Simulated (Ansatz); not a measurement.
Relaxed structures of CH5OSi (charge +1), closed shell (PBE0-D4/def2-TZVP; forces vanish, vibrations not checked; lower isomers may exist, and structures with a doubtful reference or unclear bonds are left out; Å). Ansatz 0.2.0; basis: def2-TZVPP; cores frozen in the correlated methods.

(1) Rank them by CCSD(T) energy, lowest first, and give each one's height above the lowest. Links in brackets join atoms within 1.22 times the sum of their covalent radii (1.1 for two metals). (An estimate is asked for; the value comes from the calculation.)
A.
CH₅OSi ([OH][CH][SiH3]), total charge +1
```
8
angstrom
O -0.9594 0.4338 -1.4743
C 0.0022 0.6097 -0.6839
Si 0.4117 -0.4248 0.9001
H -1.5487 -0.3126 -1.2428
H 0.6188 1.4581 -1.0020
H 0.3519 0.6063 1.9583
H 1.7729 -0.9179 0.5999
H -0.6494 -1.4527 0.9448
```
B.
CH₅OSi ([CH2][SiH][OH2]), total charge +1
```
8
angstrom
O 0.0734 -0.9941 1.0517
C 0.3240 1.0881 -0.9704
Si -0.6419 -0.1363 -0.3704
H -1.9147 -0.8383 -0.5424
H -0.0089 1.6239 -1.8543
H -0.4377 -1.4840 1.7153
H 0.9792 -0.8181 1.3540
H 1.2782 1.3905 -0.5554
```
C.
CH₅OSi ([OH2][CH][SiH2]), total charge +1
```
8
angstrom
O -0.8515 0.4928 -1.6643
C 0.0756 0.7214 -0.5412
Si -0.0317 -0.0929 0.9647
H -0.7960 -0.3659 -2.1141
H 0.7950 1.4665 -0.8491
H 0.9679 0.2444 1.9860
H -1.7645 0.8040 -1.5527
H -1.0937 -1.0866 1.1990
```

T1 diagnostic: at most 0.018. The restricted Hartree–Fock reference is unstable towards an unrestricted one at one or more of these structures.

Answers

(1) Computed: B (0.00 kcal/mol), A (6.09 kcal/mol), C (34.17 kcal/mol). Heights count from the lowest.

For scale, one of the runs: CCSD(T)/def2-TZVPP, 174 basis functions, launched by `ansatz run in.yaml --threads 2 --pin off --events-out ev --progress --plain --max-ram 4352MiB`. Time: 16 s of wall clock on 2 CPU threads of an Intel Xeon Platinum 8488C; the host was shared. Peak host memory: 1.5 GiB.
